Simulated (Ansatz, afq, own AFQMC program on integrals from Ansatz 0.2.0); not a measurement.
AFQMC on a folder of integrals that Ansatz 0.2.0 wrote.

```yaml
crystal:
  periodic: [false, false, false]
  atoms:
    - {symbol: B, position_ang: [-0.445806, 0.000000, 0.512562]}
    - {symbol: O, position_ang: [0.284296, 0.000000, -0.437208]}
    - {symbol: H, position_ang: [0.268905, 0.000000, 1.442309]}
basis:
  gaussian: {orbitals: cc-pVDZ}
magnetization: {spin_polarized: true, initial_magnetization: 0}
correlation: {method: ccsd_t, electrons: outside_noble_gas, hamiltonian_folder: ham}
```

```sh
$ ansatz run in.yaml --threads 1 --pin off --events-out ev --progress --plain --max-ram 1382MiB
```

Options of the walk:

```
--method phaseless --trial hf --walkers 200 --populations 1 --least-time 40 --time-step 0.005 --steps-per-block 20 --equilibration-blocks 112 --max-blocks 600 --target-error 0.00114 --factor-cut 1e-05 --start spin_pure --seed 7461 --taylor-order 6
```

Times are imaginary, in 1/Eh. The walk had a cap of 512 s.

Output of the walk:

```
orbitals 31  electrons 5 5  factors 233 of 302
reference energy -100.08988031 Eh
CCSD correlation -0.28917319 Eh in 12 cycles, weight of the determinant in the CISD state 0.8825
energy of the start -100.089880 Eh
 block  time / (1/Eh)  mean weight  energy / Eh
     1     0.100  1.0023  -100.168087
     2     0.200  1.0016  -100.235063
     3     0.300  1.0035  -100.267242
     4     0.400  1.0019  -100.289539
     5     0.500  1.0014  -100.326444
     7     0.700  1.0025  -100.365650
     9     0.900  0.9989  -100.366554
    18     1.800  1.0013  -100.374215
    52     5.200  1.0016  -100.407378
    86     8.600  1.0000  -100.383979
   120    12.000  1.0025  -100.463076
   154    15.400  1.0014  -100.375658
   188    18.800  1.0023  -100.383513
   222    22.200  1.0007  -100.369609
   256    25.600  0.9992  -100.386855
   290    29.000  1.0037  -100.427957
   324    32.400  0.9990  -100.366738
   358    35.800  1.0000  -100.358857
   392    39.200  0.9975  -100.411925
   426    42.600  0.9996  -100.349106
   460    46.000  1.0008  -100.412178
   494    49.400  0.9982  -100.348274
   528    52.800  0.9999  -100.380426
   562    56.200  0.9992  -100.339805
   596    59.600  1.0008  -100.469406
   613    61.300  0.9986  -100.338217
   630    63.000  0.9996  -100.374067
   664    66.400  0.9994  -100.369137
   698    69.800  1.0006  -100.387911
blocks merged  error / Eh  count
     1  0.001094  600
     2  0.001401  300
     4  0.001746  150
     8  0.001977  75
    16  0.001932  37
    32  0.002137  18
    64  0.002079  9
energy -100.391507 +/- 0.002137 Eh
(rows thinned)
```

The run passed its tests (sampling time, drift between the halves within three errors, error under three times the target), which doesn't prove that it has relaxed. The second half of the sampling lies above the first by 1.7 errors of their difference, so the energy may still be moving and its error bar be too small.

Against this walk (error 58.1 meV) on the same determinant: CCSD(T) 22.7 meV higher (within the noise), CCSDT(Q) 31.2 meV lower (within the noise), a separate phaseless walk with a CISD trial and standard settings 2.8 ± 60.9 meV higher (within the noise). The error is statistical and leaves out the bias of the constraint.

Cautions: constraint bias not in the error; error above the target (58.1 against 31.0 meV); higher spins were not checked; an unrestricted solution with more broken spin lies lower (113 meV, ⟨S²⟩ 0.38), while this determinant keeps restricted orbitals; raised T1 diagnostic (T1 0.026, weight of the determinant 0.88, largest double 0.13).

The walk took 5.9 min on 1 thread of Arm Neoverse V1, on a shared host. The log's last line is the phaseless energy.

CCSDT and higher add their correlation energy to the determinant of the CCSD(T) run, since their own runs factorise the integrals more tightly (a shift of under 2 meV). A walk keeps the symmetry of its determinant, which the program's search chose and which needn't be the lowest solution, so a lower state of the same spin and another symmetry isn't excluded.
